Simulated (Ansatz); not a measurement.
# C4H6O: the cost of one run

Computed with Ansatz 0.2.0, Gaussian basis. Level: the settings change from run to run.

## (1) The geometry

An earlier PBE0-D4 in a triple-zeta def2 set relaxation fixed the geometry.

SMILES `CC1(O)C=C1`, 11 atoms, charge 0, spin multiplicity 1.

Atoms are counted from 1 here; the program's logs count them from 0.

Bond lengths: C1–C2 1.502 Å, C1–H6 1.090 Å, C1–H7 1.093 Å, C1–H8 1.093 Å, C2–O3 1.410 Å, C2–C4 1.479 Å, C2–C5 1.479 Å, O3–H9 0.961 Å, C4–C5 1.302 Å, C4–H10 1.080 Å, C5–H11 1.080 Å. Angles: C2–C1–H6 110.6°, C2–C1–H7 110.3°, C2–C1–H8 110.3°, H6–C1–H7 108.9°, H6–C1–H8 108.9°, H7–C1–H8 107.7°, C1–C2–O3 107.9°, C1–C2–C4 123.9°, C1–C2–C5 123.9°, O3–C2–C4 119.8°, O3–C2–C5 119.8°, C4–C2–C5 52.2°, C2–O3–H9 107.9°, C2–C4–C5 63.9°, C2–C4–H10 148.0°, C5–C4–H10 148.1°, C2–C5–C4 63.9°, C2–C5–H11 148.0° and more.

## (2) revPBE0/def2-SVP

Set apart from the defaults: atoms shaken by 0.03 Å, D3(BJ) with three-body dispersion, high accuracy.

in.yaml

```yaml
crystal:
  periodic: [false, false, false]
  atoms:
    - {symbol: C, position_ang: [-1.310156, -0.329991, -0.023169]}
    - {symbol: C, position_ang: [0.069695, -0.137666, 0.134782]}
    - {symbol: O, position_ang: [0.447111, -0.837240, 1.384156]}
    - {symbol: C, position_ang: [0.861420, 1.109574, -0.112122]}
    - {symbol: C, position_ang: [1.138941, 0.064887, -0.860903]}
    - {symbol: H, position_ang: [-1.672440, 0.285745, -0.972777]}
    - {symbol: H, position_ang: [-1.994658, 0.073976, 0.812954]}
    - {symbol: H, position_ang: [-1.615178, -1.349473, -0.129431]}
    - {symbol: H, position_ang: [1.380833, -0.723707, 1.490440]}
    - {symbol: H, position_ang: [1.094924, 2.164543, 0.044276]}
    - {symbol: H, position_ang: [1.672668, -0.406461, -1.706816]}
basis:
  gaussian: {orbitals: def2-SVP}
hamiltonian: {xc: {name: revPBE0}, dispersion: d3bjatm}
accuracy: high
output: {forces: true}
```

Launch:

```bash
ansatz run in.yaml --threads 4 --pin off --events-out ev --progress --plain --max-ram 10444MiB
```

**Question.** How long does this run take on 4 threads of Arm Neoverse V2, shared host, and how much memory does it need?

About 3.3 s, with a peak of 0.39 GiB.
